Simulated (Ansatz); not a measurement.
**H₂O (singlet): from Hartree-Fock to the top rungs, cc-pVDZ**

An exercise on one series of results from a longer session: the logs are not shown, and one member is left open.

The runs use Ansatz 0.2.0, Gaussian basis; cc-pVDZ, core rule «outside noble gas», up to 1 orbitals frozen.

To be run: UHF; CCSD(T) on RHF; BCCD(T) on RHF; CISD; CCSDT(Q) on RHF; CISDTQ; CCSDTQ on RHF; CASSCF and MRCISD+Q, 8 electrons in 6 orbitals; CASSCF and NEVPT2, 8 electrons in 6 orbitals; Full CI.

9 further runs of the same task are left out: 9 set aside as unsound or not needed.

## The system

The geometry is an MP2(full)/6-31G* stationary point (not a proven minimum).

3 atoms, charge 0, spin multiplicity 1.

Atoms are counted from 1 here; the program's logs count them from 0.

Bond lengths: O1–H2 0.969 Å, O1–H3 0.969 Å. Angles: H2–O1–H3 104.0°.

Geometry (Å):

```xyz
3

O     0.0000    0.0000    0.0667
H     0.0000    0.7632   -0.5296
H     0.0000   -0.7632   -0.5296
```

Set-up of the first run:

Contents of in.yaml:

```yaml
crystal:
  periodic: [false, false, false]
  atoms:
    - {symbol: O, position_ang: [0.000000, 0.000000, 0.066726]}
    - {symbol: H, position_ang: [0.000000, 0.763239, -0.529583]}
    - {symbol: H, position_ang: [0.000000, -0.763239, -0.529583]}
basis:
  gaussian: {orbitals: cc-pVDZ}
magnetization: {spin_polarized: true, initial_magnetization: 0}
hamiltonian: {xc: hf}
output: {orbitals: {seedname: orbitals}}
```

The run is started by

```
$ ansatz run in.yaml --threads 1 --pin off --events-out ev --progress --plain --max-ram 5632MiB --backend cpu
```

Steps of the session up to this table: UHF; CCSD(T) on RHF; BCCD(T) on RHF; CISD; CCSDT(Q) on RHF; CISDTQ; CCSDTQ on RHF; CASSCF and MRCISD+Q, 8 electrons in 6 orbitals; CASSCF and NEVPT2, 8 electrons in 6 orbitals; Full CI.

One of the session's tables, all rows but one given; the rest of the session is left out.

```
          method  from FCI (meV)
             RHF         +5872.1
            RMP2          +362.3
            CISD          +324.0
           RCCSD          +101.9
        RCCSD(T)               ?
         BCCD(T)           +18.0
          RCCSDT           +13.2
          CISDTQ            +8.8
       RCCSDT(Q)            -0.3
         RCCSDTQ            +0.5
  CASSCF valence         +4404.7
  NEVPT2 valence          +618.3
  MRCISD valence          +166.5
MRCISD+Q valence            +7.3
             FCI               0
```

Estimate the missing values for RCCSD(T).

As computed: from FCI (meV): +17.7. In the column «from FCI (meV)» it lies between RCCSDT (+13.2) and BCCD(T) (+18.0).
